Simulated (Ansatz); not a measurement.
Process, species as SMILES: [PH2] (PH2) → 2 H atom + P atom
B3LYP-D3(BJ)/def2-TZVP geometries, fixed; electronic energies without zero-point terms.

How fast the atomisation energy converges with the basis for several methods (Ansatz, an electronic-structure program): deviation from each method's own reference, in kcal/mol. References: B3LYP 158.84 kcal/mol, the value in aug-cc-pV(5+d)Z; CCSD(T) 154.44 kcal/mol, Hartree-Fock in aug-cc-pV(Q+d)Z plus the correlation part extrapolated as X^-3 from aug-cc-pV(T+d)Z and aug-cc-pV(Q+d)Z; HF 109.04 kcal/mol, the value in aug-pcseg-3; MP2 147.71 kcal/mol, Hartree-Fock in aug-cc-pV(Q+d)Z plus the correlation part extrapolated as X^-3 from aug-cc-pV(T+d)Z and aug-cc-pV(Q+d)Z; PBE 154.67 kcal/mol, the value in aug-cc-pV(5+d)Z; wB97M-V 157.44 kcal/mol, the value in aug-cc-pV(5+d)Z. Cartesian d functions, on some or all atoms, in 6-31+G*, 6-311+G**; all else is spherical. In correlated methods cores are frozen. Open shells are unrestricted. No added dispersion term, no relativity. Functionals ending in -V hold VV10 correlation. 

| basis | functions | B3LYP | CCSD(T) | HF | MP2 | PBE | wB97M-V |
|---|---|---|---|---|---|---|---|
| pcseg-0 | 17 | ___ | -47.09 | -32.99 | -48.69 | -20.06 | -21.80 |
| 6-31+G* | 27 | ___ | -27.68 | -6.79 | -26.87 | -3.64 | -2.64 |
| pcseg-1 | 28 | ___ | -16.43 | -3.48 | -15.68 | -3.79 | -3.73 |
| def2-SVPD | 40 | ___ | -12.55 | -2.54 | -12.55 | -0.89 | 0.99 |
| 6-311+G** | 43 | ___ | -12.72 | -4.09 | -12.61 | -2.87 | -3.04 |
| def2-TZVP | 49 | ___ | -9.24 | -0.83 | -9.51 | -0.36 | -0.36 |
| aug-cc-pV(D+d)Z | 50 | ___ | -12.91 | -2.78 | -12.89 | -2.37 | -1.51 |
| def2-TZVPPD | 82 | ___ | -4.69 | -0.34 | -4.85 | 0.25 | 0.30 |
| aug-cc-pV(T+d)Z | 101 | ___ | -4.16 | -0.39 | -4.32 | -0.16 | -0.28 |
| pcseg-3 | 130 | ___ | -2.31 | -0.09 | -2.42 | -0.14 | -0.08 |
| aug-cc-pV(Q+d)Z | 181 | ___ | -1.62 | -0.06 | -1.68 | -0.01 | 0.00 |
| aug-pcseg-3 | 187 | ___ | -2.13 | 0.00 | -2.27 | -0.07 | -0.03 |

Some entries are withheld; supply them.


- pcseg-0, B3LYP: -22.08
- 6-31+G*, B3LYP: -4.48
- pcseg-1, B3LYP: -4.17
- def2-SVPD, B3LYP: -1.66
- 6-311+G**, B3LYP: -2.95
- def2-TZVP, B3LYP: -0.60
- aug-cc-pV(D+d)Z, B3LYP: -2.94
- def2-TZVPPD, B3LYP: 0.00
- aug-cc-pV(T+d)Z, B3LYP: -0.25
- pcseg-3, B3LYP: -0.11
- aug-cc-pV(Q+d)Z, B3LYP: 0.02
- aug-pcseg-3, B3LYP: -0.05

Mean absolute deviation over 6-311+G**, def2-TZVP, def2-TZVPPD, aug-cc-pV(T+d)Z: PBE 0.91, B3LYP 0.95, wB97M-V 0.99, HF 1.41, CCSD(T) 7.70, MP2 7.83 kcal/mol.
